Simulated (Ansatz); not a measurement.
Two isomers of H7Si3: A = `[SiH3][SiH][SiH3]`•, B = `[SiH2][SiH2][SiH3]`•.

Computed with Ansatz on PBE0-D4/def2-TZVP structures; ΔE is electronic, products minus reactants. CBS: MP2 limit from def2 TZ/QZ plus the TZ coupled-cluster correction, frozen cores. Functionals use def2-TZVPP. B3LYP here is the variant with VWN-RPA as its local correlation; programs differ in this. No spin–orbit coupling; open shells (•) take unrestricted orbitals.

(1) Which is lower in electronic energy at CCSD(T)/CBS, and by how much? (Best estimate.)

(2) Give E(B) − E(A) in kJ/mol with r2SCAN-D4, B3LYP, B3LYP-D4, PBE0-D4, MP2/def2-TZVPP, CCSD(T)/def2-TZVPP, PBE-D4. (Best estimate.)

(3) Does the order hold for the free energy at 298.15 K (harmonic terms from PBE0-D4)? (Best estimate.)

Largest T1 diagnostic: 0.015.

Answers

(1) The calculation gave: A, by 12.0 kJ/mol.

(2) Ansatz gave: r2SCAN-D4 11.9, B3LYP 12.7, B3LYP-D4 12.0, PBE0-D4 11.5, MP2/def2-TZVPP 11.5, CCSD(T)/def2-TZVPP 11.8, PBE-D4 11.5. None reverses the order clearly.

(3) Computed: Yes: G(B) − G(A) = +11.4 kJ/mol.

Leaving LDA and LC-ωPBE aside and taking each functional with its dispersion term where it has one, the values, not all of them listed here, spread over 2.2 kJ/mol, from revPBE-D4 to B97M-V.
